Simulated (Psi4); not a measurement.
Reaction (SMILES): O=S(F)F + 3 [H][H] (H2) → 2 F (HF) + O (H2O) + S (H2S)
B3LYP-D3(BJ)/def2-TZVP geometries, fixed; electronic energies without zero-point terms.
Largest species:
```xyz
4

O      1.3619    -0.1486    -0.3569
S      0.1670    -0.0077     0.4048
F     -0.6344     1.2320    -0.2285
F     -0.8731    -1.0862    -0.1739
```
Charge 0, spin multiplicity 1.

Basis-set convergence of the energy of full hydrogenation at HF with Psi4. Cartesian d functions, on some or all atoms, in 6-31G**; all else is spherical. Density fitting with the program's default auxiliary sets. Psi4's default fitting sets serve the pcseg sets less well. No added dispersion term, no relativity. Functions are those of the species that has most. Reference: the value in def2-QZVPPD, -78.68 kcal/mol, itself unsure by roughly 0.72 kcal/mol (its mean distance from def2-QZVPP, cc-pV(Q+d)Z). Deviations are taken from unrounded values.

| basis | functions | energy of full hydrogenation (kcal/mol) | minus reference (kcal/mol) |
|---|---|---|---|
| pcseg-0 | 40 | -146.15 | -67.47 |
| def2-SV(P) | 60 | -73.98 | 4.70 |
| def2-SVP | 60 | -107.60 | -28.92 |
| 6-31G** | 64 | -91.12 | -12.43 |
| 6-311G** | 80 | -111.94 | -33.26 |
| 6-311+G** | 96 | -118.64 | -39.95 |
| pcseg-2 | 124 | -83.39 | -4.70 |
| 6-311++G(3df,3pd) | 164 | -85.39 | -6.70 |
| jun-cc-pV(T+d)Z | 165 | -81.51 | -2.82 |
| def2-TZVPPD | 171 | -81.08 | -2.40 |
| aug-pcseg-2 | 188 | -81.46 | -2.77 |
| aug-cc-pV(T+d)Z | 193 | -80.34 | -1.66 |
| cc-pV(Q+d)Z | 229 | -77.56 | 1.13 |
